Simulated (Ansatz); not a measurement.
```yaml
crystal:
  periodic: [false, false, false]
  atoms:
    - {symbol: C, position_ang: [-0.366045, -1.052287, 0.812779]}
    - {symbol: C, position_ang: [-0.004771, -0.103711, 0.003431]}
    - {symbol: C, position_ang: [0.353270, 0.856817, -0.791526]}
    - {symbol: F, position_ang: [0.731012, 0.656729, -2.051476]}
    - {symbol: Cl, position_ang: [0.394687, 2.508311, -0.348686]}
    - {symbol: H, position_ang: [0.355923, -1.563896, 1.443738]}
    - {symbol: H, position_ang: [-1.402774, -1.369964, 0.886040]}
basis:
  gaussian: {orbitals: def2-SVP}
hamiltonian: {xc: {name: HF}}
correlation: {method: mp2, frozen_orbitals: {C: 9}}
```

```sh
$ ansatz run in.yaml --threads 2 --pin off --events-out ev --progress --plain --max-ram 4352MiB
```

(1) How does Ansatz answer? (Estimate.)

Answers

(1) The calculation gave: The input was rejected before any iteration.
```
Functional definition: HF
Error: "frozen_orbitals" has no count for F
```
